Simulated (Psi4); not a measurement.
# UB2PLYP/aug-cc-pVDZ (density fitting for correlation) run of C2H3Si (SMILES C#C[SiH2])

Aim: the energy change on altering one bond length of C2H3Si at UB2PLYP/aug-cc-pVDZ (density fitting for correlation), from 2 runs. 

The results are computed with Psi4 1.11.

2 further runs of the same task are left out: 2 set aside as unsound or not needed.

### Step 1. The molecule

C2H3Si: 6 atoms, total charge 0, spin state doublet. As SMILES, `C#C[SiH2]`. The shape is that of a PBE0-D4/def2-TZVP optimisation.

Bond lengths: C1–C2 1.210 Å, C2–Si3 1.803 Å, C1–H4 1.066 Å, Si3–H5 1.484 Å, Si3–H6 1.484 Å. Angles: C1–C2–Si3 174.9°, C2–C1–H4 179.3°, C2–Si3–H5 111.4°, C2–Si3–H6 111.4°, H5–Si3–H6 112.5°.

### Step 2. The energy at UB2PLYP/aug-cc-pVDZ (density fitting for correlation)

c2h3si_ase.py reads:

```python
import numpy as np
from ase.calculators.psi4 import Psi4
from ase import Atoms

mol = Atoms(['C', 'C', 'Si', 'H', 'H', 'H'], positions=[
    [1.019700, -1.302300, 0.535000],
    [0.376000, -0.354500, 0.145700],
    [-0.444500, 1.136900, -0.449500],
    [1.575400, -2.144400, 0.879400],
    [-1.137600, 0.894600, -1.738800],
    [-1.346900, 1.705600, 0.581800],
])
calc = Psi4(atoms=mol, method='b2plyp', basis='aug-cc-pVDZ', memory='1600MB', num_threads=1, charge=0, multiplicity=2, label='calc', reference='uks')
calc.psi4.set_options({'puream': True, 'e_convergence': 1e-09, 'd_convergence': 1e-08, 'scf_type': 'pk', 'dft_radial_points': 99, 'dft_spherical_points': 590, 'num_frozen_docc': 7, 'maxiter': 200})
mol.calc = calc

print(f'energy: {mol.get_potential_energy():.6f} eV')
```

Started as:

```
python c2h3si_ase.py
```

calc.dat:

```text
[...]
  Running in c1 symmetry.
[...]
  Nuclear repulsion =   75.762560947667225
[...]
  Multiplicity = 2
[...]
  Nalpha       = 15
  Nbeta        = 14
[...]
    Number of basis functions: 100
[...]
   @UKS iter   1:  -366.86757317646988   -6.53299e-01   5.31819e-03 DIIS/ADIIS
[...]
   @UKS iter  17:  -367.06799909801947   -9.09495e-13   7.87300e-09 DIIS
[...]
   @S^2 Observed:                7.644285196E-01
[...]
    Orbital Energies [Eh]
    ---------------------
    Alpha Occupied:
       1A    -67.272725     2A    -10.648990     3A    -10.627392
       4A     -5.661328     5A     -3.919617     6A     -3.913314
       7A     -3.912393     8A     -0.879725     9A     -0.674055
      10A     -0.608758    11A     -0.470312    12A     -0.430144
      13A     -0.369614    14A     -0.344805    15A     -0.259825
    Alpha Virtual:
      16A      0.014086    17A      0.027395    18A      0.035360
      19A      0.035988    20A      0.039078    21A      0.041018
      22A      0.059005    23A      0.071944    24A      0.090924
      25A      0.098818    26A      0.111832    27A      0.112662
[...]
  @UKS Final Energy:  -367.06799909801947
   => Energetics <=
    Nuclear Repulsion Energy =             75.7625609476672253
    One-Electron Energy =                -654.8137129494446071
    Two-Electron Energy =                 227.6396004033383349
    DFT Exchange-Correlation Energy =     -15.6564474995804463
    Empirical Dispersion Energy =           0.0000000000000000
    VV10 Nonlocal Energy =                  0.0000000000000000
    Total Energy =                       -367.0679990980194702
[...]
 Multipole Moments:
 ------------------------------------------------------------------------------------
     Multipole            Electronic (a.u.)      Nuclear  (a.u.)        Total (a.u.)
 ------------------------------------------------------------------------------------
 L = 1.  Multiply by 2.5417464519 to convert [e a0] to [Debye]
 Dipole X            :          1.1423976           -1.0369653            0.1054324
 Dipole Y            :          0.0505306           -0.1861097           -0.1355791
 Dipole Z            :          0.0854224           -0.0285167            0.0569057
 Magnitude           :                                                    0.1809307
[...]
```

On the terminal:

```text
energy: -9991.623026 eV
```

Run time: 61 s. Hardware: 1 thread of AMD EPYC 7R43 (Zen 3), shared host; peak memory 0.86 GiB.

### Step 3. The distorted shape at the same level

job.json reads:

```json
{
  "schema_name": "qcschema_input",
  "schema_version": 1,
  "molecule": {
    "schema_name": "qcschema_molecule",
    "schema_version": 2,
    "symbols": ["C", "C", "Si", "H", "H", "H"],
    "geometry": [2.43854983, -2.78340218, 0.42633166, 1.22213313, -0.99231975, -0.30933872, -0.32838716, 1.82601779, -1.43410371, 3.48867064, -4.37474054, 1.07715334, -1.63815633, 1.36813715, -3.8705276, -2.54527212, 3.22311688, 1.09944266],
    "molecular_charge": 0,
    "molecular_multiplicity": 2,
    "fix_symmetry": "c1"
  },
  "driver": "energy",
  "model": {
    "method": "b2plyp",
    "basis": "aug-cc-pVDZ"
  },
  "keywords": {
    "reference": "uks",
    "puream": true,
    "e_convergence": 1e-09,
    "d_convergence": 1e-08,
    "scf_type": "pk",
    "dft_radial_points": 99,
    "dft_spherical_points": 590,
    "num_frozen_docc": 7,
    "maxiter": 200
  }
}
```

Started as:

```
psi4 --qcschema job.json -n 1 --memory 1600MB
```

stdout:

```text
[...]
  Running in c1 symmetry.
[...]
  Nuclear repulsion =   74.374547952672714
[...]
  Multiplicity = 2
[...]
  Nalpha       = 15
  Nbeta        = 14
[...]
    Number of basis functions: 100
[...]
   @UKS iter   1:  -366.80758939539612   -6.90875e-01   5.54516e-03 DIIS/ADIIS
[...]
   @UKS iter  18:  -367.03123124896695   -2.89901e-12   6.00699e-09 DIIS
[...]
   @S^2 Observed:                7.631376056E-01
[...]
    Orbital Energies [Eh]
    ---------------------
    Alpha Occupied:
       1A    -67.298776     2A    -10.656308     3A    -10.633981
       4A     -5.681819     5A     -3.939763     6A     -3.933680
       7A     -3.932902     8A     -0.885885     9A     -0.673885
      10A     -0.607864    11A     -0.469271    12A     -0.395210
      13A     -0.374667    14A     -0.343819    15A     -0.265117
    Alpha Virtual:
      16A     -0.003433    17A      0.016309    18A      0.029038
      19A      0.033690    20A      0.038134    21A      0.042391
      22A      0.053675    23A      0.070268    24A      0.088249
      25A      0.095323    26A      0.107411    27A      0.109816
[...]
  @UKS Final Energy:  -367.03123124896695
   => Energetics <=
    Nuclear Repulsion Energy =             74.3745479526727138
    One-Electron Energy =                -651.8044485124830771
    Two-Electron Energy =                 226.0144826042318300
    DFT Exchange-Correlation Energy =     -15.6158132933884168
    Empirical Dispersion Energy =           0.0000000000000000
    VV10 Nonlocal Energy =                  0.0000000000000000
    Total Energy =                       -367.0312312489669466
[...]
 Multipole Moments:
 ------------------------------------------------------------------------------------
     Multipole            Electronic (a.u.)      Nuclear  (a.u.)        Total (a.u.)
 ------------------------------------------------------------------------------------
 L = 1.  Multiply by 2.5417464519 to convert [e a0] to [Debye]
 Dipole X            :          1.5688649           -1.2767019            0.2921630
 Dipole Y            :         -0.2896833           -0.0350258           -0.3247091
 Dipole Z            :         -0.3604565            0.2454635           -0.1149930
 Magnitude           :                                                    0.4516842
[...]
```

The result, in JSON:

```text
{
 "driver": "energy",
 "model": {
  "method": "b2plyp",
  "basis": "aug-cc-pVDZ"
 },
 "success": true,
 "return_result": -367.15027739969975,
 "properties": {
  "calcinfo_nbasis": 100,
  "calcinfo_nmo": 100,
  "calcinfo_nalpha": 15,
  "calcinfo_nbeta": 14,
  "calcinfo_natom": 6,
  "nuclear_repulsion_energy": 74.37454795267271,
  "return_energy": -367.15027739969975,
  "scf_one_electron_energy": -651.8044485124831,
  "scf_two_electron_energy": 226.01448260423183,
  "scf_xc_energy": -15.615813293388417,
  "scf_dipole_moment": [0.29216304641628454, -0.32470909266105585, -0.11499295424929079],
  "scf_total_energy": -367.03123124896695,
  "scf_iterations": 18
 }
}
```

It took 53 s on 1 thread of AMD EPYC 7R43 (Zen 3), shared host; peak memory 0.81 GiB.

### Step 4. What came out

At UB2PLYP/aug-cc-pVDZ (density fitting for correlation), 7 core orbitals frozen:

| quantity | value |
| --- | --- |
| first shape: total energy | -367.18538 Eh |
| first shape: HOMO energy (SCF part's orbitals) (highest over α and β) | -7.07 eV |
| first shape: LUMO energy (SCF part's orbitals) (lowest over α and β) | -1.51 eV |
| first shape: ⟨S²⟩ | 0.764 |
| distorted shape: total energy | -367.15028 Eh |
| distorted shape: HOMO energy (SCF part's orbitals) (highest over α and β) | -7.21 eV |
| distorted shape: LUMO energy (SCF part's orbitals) (lowest over α and β) | -1.73 eV |
| distorted shape: ⟨S²⟩ | 0.763 |
| energy change with the Si3–H6 bond stretched from 1.484 to 1.929 Å | 0.955 eV |

With the Si3–H6 bond stretched from 1.484 to 1.929 Å the energy rises by 0.96 eV (22.0 kcal/mol). The first shape isn't relaxed at this level, so the change isn't measured from a minimum.
